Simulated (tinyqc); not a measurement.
Coupled-perturbed Hartree-Fock on RHF in the sto-3g basis, for H2O, spin multiplicity 1, step by step. One step of it, computed by the program tinyqc.

Problem. Coupled step 2. U_ai = -(mu_ai + sum_bj [4 (ai|bj) - (ab|ij) - (aj|bi)] U_bj) / (e_a - e_i); alpha = -4 sum U_ai mu_ai.

U after step 1, order a6, a7:
$$\begin{pmatrix}
-0.000868 & 0.009862 & 0.000000 & 0.461106 & 0.000000 \\
0.000000 & 0.000000 & 0.427012 & 0.000000 & 0.000000
\end{pmatrix}$$

dipole integrals <a|z|i> (bohr), order a6, a7:
$$\begin{pmatrix}
0.043140 & -0.126603 & 0.000000 & -0.456560 & 0.000000 \\
0.000000 & 0.000000 & -0.629018 & 0.000000 & 0.000000
\end{pmatrix}$$

orbital energies (hartree): MO1 -20.239071, MO2 -1.285768, MO3 -0.633844, MO4 -0.457982, MO5 -0.394036, MO6 0.638095, MO7 0.778718

Two-electron integrals over orbitals (pq|rs), unique and non-zero (hartree):
```
(11|11) 4.743951    (21|11) -0.414413   (21|21) 0.057674    (22|11) 1.003106
(22|21) -0.012448   (22|22) 0.731760    (31|31) 0.011170    (32|31) 0.018084
(32|32) 0.147111    (33|11) 0.810054    (33|21) -0.004367   (33|22) 0.652644
(33|33) 0.642526    (41|11) 0.186989    (41|21) -0.022530   (41|22) 0.016943
(41|33) 0.006684    (41|41) 0.028460    (42|11) -0.122710   (42|21) 0.009463
(42|22) 0.010638    (42|33) 0.007465    (42|41) 0.018946    (42|42) 0.121793
(43|31) -0.003700   (43|32) 0.017499    (43|43) 0.045938    (44|11) 1.011703
(44|21) -0.014116   (44|22) 0.677580    (44|33) 0.606034    (44|41) -0.011897
(44|42) -0.104938   (44|44) 0.798766    (51|51) 0.026064    (52|51) 0.032321
(52|52) 0.143396    (53|53) 0.029453    (54|51) -0.013754   (54|52) -0.047353
(54|54) 0.057435    (55|11) 1.115331    (55|21) -0.011610   (55|22) 0.746871
(55|33) 0.635562    (55|41) 0.005206    (55|42) -0.065637   (55|44) 0.735726
(55|55) 0.880159    (61|11) -0.246031   (61|21) 0.036983    (61|22) -0.000411
(61|33) 0.000103    (61|41) -0.001266   (61|42) 0.020203    (61|44) -0.019959
(61|55) -0.006359   (61|61) 0.032595    (62|11) 0.316343    (62|21) -0.006729
(62|22) 0.144932    (62|33) 0.078415    (62|41) 0.018714    (62|42) 0.019178
(62|44) 0.093261    (62|55) 0.161571    (62|61) 0.006198    (62|62) 0.103431
(63|31) 0.003302    (63|32) -0.039892   (63|43) -0.026412   (63|63) 0.069371
(64|11) 0.208875    (64|21) -0.001954   (64|22) 0.089592    (64|33) 0.042251
(64|41) 0.002576    (64|42) -0.027767   (64|44) 0.117703    (64|55) 0.109386
(64|61) 0.000040    (64|62) 0.060230    (64|64) 0.063415    (65|51) 0.016274
(65|52) 0.060509    (65|54) -0.003328   (65|65) 0.039534    (66|11) 0.808438
(66|21) -0.006863   (66|22) 0.619514    (66|33) 0.576246    (66|41) 0.021855
(66|42) 0.060364    (66|44) 0.550157    (66|55) 0.591749    (66|61) 0.008249
(66|62) 0.097770    (66|64) 0.043137    (66|66) 0.599970    (71|31) 0.015585
(71|32) 0.023430    (71|43) -0.005353   (71|63) 0.004088    (71|71) 0.021812
(72|31) 0.013661    (72|32) 0.036962    (72|43) -0.034677   (72|63) 0.036283
(72|71) 0.018024    (72|72) 0.060527    (73|11) 0.360647    (73|21) -0.007677
(73|22) 0.132590    (73|33) 0.090983    (73|41) -0.001009   (73|42) -0.075708
(73|44) 0.162991    (73|55) 0.186891    (73|61) -0.007312   (73|62) 0.077962
(73|64) 0.073817    (73|66) 0.036655    (73|73) 0.151209    (74|31) -0.009973
(74|32) -0.077749   (74|43) 0.005611    (74|63) 0.042037    (74|71) -0.013633
(74|72) -0.016348   (74|74) 0.068721    (75|53) 0.023594    (75|75) 0.024102
(76|31) 0.009564    (76|32) 0.100602    (76|43) 0.044144    (76|63) -0.063377
(76|71) 0.012600    (76|72) -0.011454   (76|74) -0.057299   (76|76) 0.115355
(77|11) 0.874862    (77|21) -0.009508   (77|22) 0.627957    (77|33) 0.617243
(77|41) 0.004270    (77|42) -0.012156   (77|44) 0.613865    (77|55) 0.628031
(77|61) -0.005430   (77|62) 0.070494    (77|64) 0.039256    (77|66) 0.569748
(77|73) 0.092065    (77|77) 0.624312
```

Give: U after step 2; polarisability.

Solution.

U after step 2, order a6, a7:
$$\begin{pmatrix}
-0.001 & 0.000 & 0.000 & 0.485 & 0.000 \\
0.000 & 0.000 & 0.425 & 0.000 & 0.000
\end{pmatrix}$$

polarisability = 1.956 bohr^3
